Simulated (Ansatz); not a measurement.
## Al₂H, doublet: bend scan

Starting geometry (PBE0/def2-TZVP stationary point for this spin, not checked as a minimum):

```xyz
3

Al    0.0000    0.0000    0.3526
Al    0.0000    0.0000   -2.3244
H     0.0000    0.0000    1.9718
```

From there the angle named below is changed in its plane at fixed bond lengths, both arms turning rigidly about the middle atom; atoms are numbered as listed. Energies are in kcal/mol, counted from the starting geometry at the same level.

Basis 6-31G; Ansatz 0.2.0. Only valence electrons are correlated (noble-gas cores frozen). Prefix R: restricted or restricted open-shell reference; prefix U: unrestricted.

Coupled cluster chose its determinant by trial CCSD, here up to 0.44 eV above the lowest Hartree–Fock solution of its kind, and MP2 stands on that determinant too. A value is left out where its run failed or describes another state than the reference as far as symmetry and spin tell, or, spin-broken singlets apart, can't be checked.

Full CI is exact within this basis and frozen core; it isn't the basis-set limit. The frozen core follows each run's orbitals, which can shift R against U totals by a few meV.

| angle Al2-Al1-H3 (°) | full CI | unpaired electrons (full CI) | error UMP2 | error RCCSD | error UCCSD(T) | error UCCSDT | error RCCSDT(Q) | error UCCSDT(Q) |
| --- | --- | --- | --- | --- | --- | --- | --- | --- |
| 69.8 | 3.6 | 1.12 | 0.8 | -0.3 | -0.2 | 0.0 | 0.0 | 0.0 |
| 85.5 | 4.0 | 1.24 | – | – | – | – | – | – |
| 107.6 | 1.5 | 1.25 | 3.3 | 0.9 | 0.2 | 0.1 | 0.0 | 0.0 |
| 125.4 | 0.1 | 1.22 | 2.1 | 0.7 | 0.2 | 0.1 | 0.0 | 0.0 |
| 143.7 | -0.3 | 1.18 | 1.7 | 0.4 | 0.1 | 0.0 | 0.0 | 0.0 |
| 156.5 | -0.2 | 1.15 | 1.1 | 0.1 | 0.1 | 0.0 | 0.0 | 0.0 |
| 180.0 | 0.0 | 1.12 | 0.0 | 0.0 | 0.0 | 0.0 | 0.0 | 0.0 |

Unpaired electrons are Σ n²(2−n)² over natural occupations. Errors are those of relative energies. In total energy the starting point itself misses full CI by: UMP2 18.8, RCCSD 2.0, UCCSD(T) 0.7, UCCSDT 0.1, RCCSDT(Q) 0.0, UCCSDT(Q) 0.0 kcal/mol.

Spread of the error over the points with a reference, to 180.0 ° (largest less smallest): UCCSDT(Q) 0.0 (6 of 7 points), RCCSDT(Q) 0.0 (6 of 7 points), UCCSDT 0.1 (6 of 7 points), UCCSD(T) 0.4 (6 of 7 points), RCCSD 1.1 (6 of 7 points), UMP2 3.3 (6 of 7 points) kcal/mol.
